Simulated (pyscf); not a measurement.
Structures and frequencies: ωB97X-D3(BJ)/def2-SVP in PySCF. Correlated levels are frozen-core, on RHF or UHF. ΔMP2 is the change of the MP2 total energy from the triple- to the quadruple-zeta basis.

Question: HB=NH + H atom (H•) → [HB–NH₂]•
Surface: doublet. Broken: none. Formed: H–N. Give ΔE‡ and ΔE from CCSD(T)/def2-TZVPP + ΔMP2(QZVPP), relative to the separated reactants.

Answer: ΔE‡ = 0.41 eV, ΔE = -1.54 eV. Zero-point energy shifts the barrier by +0.03 eV. It is an addition, with an imaginary mode of 1345i cm⁻¹. One saddle was located; it need not be the lowest between these sides. The CCSD(T) − MP2 part came from Ansatz, without density fitting, on the same reference.
